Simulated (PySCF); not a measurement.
Carbonyl sulfide, COS, SMILES O=C=S, point group C∞v.

Force field and properties: B3LYP/pcSseg-2 (PySCF, grid level 2). Vibrational terms come from second-order perturbation theory with semi-diagonal cubic constants, by steps of ±0.6 along the normal coordinates of each isotopologue. The parent has the commonest isotopes.

Equilibrium geometry (Å):

| atom | x | y | z |
| --- | --- | --- | --- |
| O1 | -1.2685 | 0.7216 | -0.0259 |
| C2 | -0.1200 | 0.5990 | -0.0177 |
| S3 | 1.4344 | 0.4329 | -0.0066 |

**Question.** Give the equilibrium and ground-state rotational constants (MHz) of parent; ¹³C at 2; ¹⁸O at 1; ¹⁸O at 1, ¹³C at 2; ³⁴S at 3; ¹⁸O at 1, ³⁴S at 3; ¹³C at 2, ³⁴S at 3.

**Answer.** 
```csv
species,Be,B0,harmonic ZPE (cm⁻¹)
parent,6094.3,6077,2023
¹³C at 2,6074.4,6057.3,1978
¹⁸O at 1,5716.7,5700.8,1988
"¹⁸O at 1, ¹³C at 2",5702.6,5687,1942
³⁴S at 3,5945.1,5928.4,2016
"¹⁸O at 1, ³⁴S at 3",5571.3,5556,1981
"¹³C at 2, ³⁴S at 3",5923.6,5907.2,1970
```

**Question.** And its quartic centrifugal distortion constants from the harmonic force field?

**Answer.** Linear top: D = 1.27 kHz.
